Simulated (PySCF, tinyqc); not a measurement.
Coupled-perturbed Hartree-Fock on RHF in the sto-3g basis, for CH2, spin multiplicity 1, step by step. The lowest restricted solution is unstable here: a spin-polarised one lies 0.0445 hartree lower (PySCF). One step of it, computed by the program tinyqc.

Question. Coupled step 2. U_ai = -(mu_ai + sum_bj [4 (ai|bj) - (ab|ij) - (aj|bi)] U_bj) / (e_a - e_i); alpha = -4 sum U_ai mu_ai.

U after step 1, order a5, a6, a7:
```
[[0.000000, 0.000000, 0.000000, 0.000000],
 [0.000000, 0.000000, 1.247563, 0.000000],
 [-0.006549, 0.295073, 0.000000, 0.826837]]
```

dipole integrals <a|y|i> (bohr), order a5, a6, a7:
```
[[0.000000, 0.000000, 0.000000, 0.000000],
 [0.000000, 0.000000, -1.140173, 0.000000],
 [0.085127, -0.353989, 0.000000, -0.678669]]
```

orbital energies (hartree): [-10.977118, -0.793490, -0.522166, -0.263738, 0.244920, 0.547372, 0.748961]

Two-electron integrals over orbitals (pq|rs), unique and non-zero (hartree):
```
(11|11) 3.507026    (21|11) -0.293394   (21|21) 0.039018    (22|11) 0.714199
(22|21) -0.007823   (22|22) 0.536201    (31|31) 0.007206    (32|31) 0.012952
(32|32) 0.146398    (33|11) 0.596922    (33|21) -0.002663   (33|22) 0.505885
(33|33) 0.518615    (41|11) 0.147442    (41|21) -0.016660   (41|22) 0.013457
(41|33) 0.005509    (41|41) 0.025729    (42|11) -0.075828   (42|21) 0.006825
(42|22) 0.021818    (42|33) 0.018213    (42|41) 0.015219    (42|42) 0.078132
(43|31) -0.002105   (43|32) 0.022142    (43|43) 0.030068    (44|11) 0.815226
(44|21) -0.012715   (44|22) 0.505904    (44|33) 0.465319    (44|41) -0.012523
(44|42) -0.083381   (44|44) 0.671226    (51|51) 0.021713    (52|51) 0.023684
(52|52) 0.090990    (53|53) 0.019713    (54|51) -0.011806   (54|52) -0.035308
(54|54) 0.048400    (55|11) 0.851986    (55|21) -0.009398   (55|22) 0.543299
(55|33) 0.479095    (55|41) 0.004223    (55|42) -0.040478   (55|44) 0.584926
(55|55) 0.672833    (61|11) -0.230442   (61|21) 0.032599    (61|22) -0.001587
(61|33) -0.000261   (61|41) -0.004941   (61|42) 0.013683    (61|44) -0.017628
(61|55) -0.006211   (61|61) 0.031629    (62|11) 0.243014    (62|21) -0.006101
(62|22) 0.077900    (62|33) 0.020296    (62|41) 0.013838    (62|42) 0.003245
(62|44) 0.082261    (62|55) 0.124340    (62|61) 0.000526    (62|62) 0.097193
(63|31) 0.000955    (63|32) -0.075659   (63|43) -0.026956   (63|63) 0.090540
(64|11) 0.096666    (64|21) 0.000601    (64|22) 0.036496    (64|33) 0.006120
(64|41) 0.006331    (64|42) 0.005954    (64|44) 0.046975    (64|55) 0.046280
(64|61) 0.003798    (64|62) 0.050252    (64|64) 0.033208    (65|51) 0.017203
(65|52) 0.057948    (65|54) -0.012719   (65|65) 0.044971    (66|11) 0.662931
(66|21) -0.005895   (66|22) 0.518846    (66|33) 0.503587    (66|41) 0.020624
(66|42) 0.056040    (66|44) 0.449334    (66|55) 0.491267    (66|61) 0.004221
(66|62) 0.049058    (66|64) 0.025147    (66|66) 0.553741    (71|31) 0.012755
(71|32) 0.020770    (71|43) -0.003978   (71|63) 0.001485    (71|71) 0.022695
(72|31) 0.009066    (72|32) 0.002798    (72|43) -0.027658   (72|63) 0.046489
(72|71) 0.014941    (72|72) 0.054074    (73|11) 0.256867    (73|21) -0.005902
(73|22) 0.064604    (73|33) 0.031391    (73|41) -0.000637   (73|42) -0.050029
(73|44) 0.126879    (73|55) 0.129415    (73|61) -0.006149   (73|62) 0.077034
(73|64) 0.036726    (73|66) 0.006995    (73|73) 0.115575    (74|31) -0.007746
(74|32) -0.064955   (74|43) 0.010051    (74|63) 0.037890    (74|71) -0.013322
(74|72) -0.009221   (74|74) 0.055371    (75|53) 0.018744    (75|75) 0.022805
(76|31) 0.009180    (76|32) 0.117482    (76|43) 0.032571    (76|63) -0.084453
(76|71) 0.015043    (76|72) -0.022893   (76|74) -0.049277   (76|76) 0.119923
(77|11) 0.760460    (77|21) -0.009681   (77|22) 0.518470    (77|33) 0.520647
(77|41) 0.003273    (77|42) -0.012938   (77|44) 0.529159    (77|55) 0.530106
(77|61) -0.007789   (77|62) 0.042328    (77|64) 0.013595    (77|66) 0.511250
(77|73) 0.070553    (77|77) 0.566022
```

Give: U after step 2; polarisability.

Answer.

U after step 2, order a5, a6, a7:
```
[[0.0000, 0.0000, 0.0000, 0.0000],
 [0.0000, 0.0000, 1.2754, 0.0000],
 [-0.0063, 0.3127, 0.0000, 0.8692]]
```

polarisability = 8.6213 bohr^3
